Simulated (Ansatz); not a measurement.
Static dielectric constant of solids drawn from the class of oxides, at two levels: PBE in Ansatz (plane waves, PAW), and r²SCAN (Ansatz, a first-principles code, PAW).

```tsv
solid	PBE	r²SCAN
stishovite (SiO2)	11.8	10.6
anatase TiO2 (metastable phase)	63.7	47.3
rock-salt MgO	11.2	9.77
cubic perovskite BaHfO3	50.5	38.0
A-type hexagonal La2O3	30.7	26.1
SiO2 (P4₁2₁2, No. 92)	4.05	?
rock-salt CaO	16.8	14.1
rock-salt SrO	20.9	17.0
```

Problem. Estimate the withheld r²SCAN value from the other rows.

Solution. One way: carry over the typical ratio. The ratios r²SCAN / PBE of the other rows, in order: 0.743, 0.752, 0.813, 0.839, 0.850, 0.872, 0.898; median 0.839. SiO2 (P4₁2₁2, No. 92): 4.05 × 0.839 = 3.40; the run gives 3.92. The ratios spread from 0.743 to 0.898, so such an estimate is rough. SiO2 (P4₁2₁2, No. 92) lies outside that spread.

Over all 8 rows r²SCAN is the larger in 0.

Database compounds that came out metallic weren't drawn.

Ansatz's runs of these crystals have no spin polarisation.

Spin–orbit coupling is left out, also for the solids with elements from indium on (cubic perovskite BaHfO3, A-type hexagonal La2O3); its size isn't shown.

Each level is taken at its own relaxed cell. Ansatz's density-functional and Hartree–Fock values are scalar-relativistic unless marked +SOC, with PAW data made under PBE.
